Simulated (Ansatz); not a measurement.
# CH₂Mg (quintet): the correlation ladder, 6-31G

Aim: climb from Hartree-Fock through coupled cluster for CH₂Mg (quintet) at one geometry and basis, and see what each rung misses.

Program: Ansatz 0.2.0, Gaussian basis. Level of theory: 6-31G, core rule «outside noble gas», up to 6 orbitals frozen. These are calculated values, not measurements.

Plan: UHF; CCSD(T) on ROHF; CCSD(T) on UHF; BCCD(T) on ROHF; CISD; CCSDT(Q) on ROHF; CCSDT(Q) on UHF; CISDTQ; CCSDTQ on ROHF; Full CI.

28 further runs of the same task are left out: 10 for a known fault of the program, 9 that didn't finish, 9 set aside as unsound or not needed.

### Step 1. The geometry

The geometry is a PBE0/def2-TZVP stationary point (not a proven minimum) of the parent state, kept for this charge and spin.

4 atoms, charge 0, spin multiplicity 5.

Atoms are counted from 1 here; the program's logs count them from 0.

Bond lengths: C1–Mg2 2.007 Å, C1–H3 1.089 Å, Mg2–H4 1.696 Å. Angles: Mg2–C1–H3 180.0°, C1–Mg2–H4 180.0°.

### Step 2. UHF

The input, in.yaml:

```yaml
crystal:
  periodic: [false, false, false]
  atoms:
    - {symbol: C, position_ang: [0.000000, 0.000000, 1.155397]}
    - {symbol: Mg, position_ang: [0.000000, 0.000000, -0.851568]}
    - {symbol: H, position_ang: [0.000000, 0.000000, 2.244181]}
    - {symbol: H, position_ang: [0.000000, 0.000000, -2.548010]}
basis:
  gaussian: {orbitals: 6-31G}
magnetization: {spin_polarized: true, initial_magnetization: 4}
hamiltonian: {xc: hf}
output: {orbitals: {seedname: orbitals}}
```

The run is started by

```console
$ ansatz run in.yaml --threads 1 --pin off --events-out ev --progress --plain --max-ram 2393MiB
```

The runs that follow: CCSD(T) on ROHF; CCSD(T) on UHF; BCCD(T) on ROHF; CISD; CCSDT(Q) on ROHF; CCSDT(Q) on UHF; CISDTQ; CCSDTQ on ROHF; Full CI.

Q: Predict the results of all the runs planned. Wanted: FCI below the RHF energy; RMP2 from FCI; UMP2 from FCI; RCCSD from FCI; RCCSD(T) from FCI; UCCSD(T) from FCI; RCCSDT(Q) from FCI; UCCSDT(Q) from FCI; T1 diagnostic.

The runs gave:

| quantity | value |
| --- | --- |
| FCI below the RHF energy | -2.5181 eV |
| RMP2 from FCI | +709.6 meV |
| UMP2 from FCI | +688.6 meV |
| RCCSD from FCI | +122.3 meV |
| RCCSD(T) from FCI | +33.0 meV |
| UCCSD(T) from FCI | +31.5 meV |
| RCCSDT(Q) from FCI | -0.1 meV |
| UCCSDT(Q) from FCI | -3.9 meV |
| levels within 1 kcal/mol (43 meV) | RCCSD(T), UCCSD(T), BCCD(T), RCCSDT, UCCSDT, CISDTQ, RCCSDT(Q), UCCSDT(Q), RCCSDTQ |
| T1 diagnostic | 0.057 |
| effectively unpaired electrons | 4.04 |

In words: RCCSD(T) misses by +33.0 meV, 1.3 % of the correlation energy. UCCSDT(Q) falls below full CI: unrestricted runs freeze a spin-polarised core, another one than full CI's, and coupled cluster isn't variational. The occupations are near whole numbers, but T1 = 0.057 shows that the orbitals relax strongly. These misses are within one basis, not against nature; the frozen cores of restricted and unrestricted runs differ, which can shift their rows.
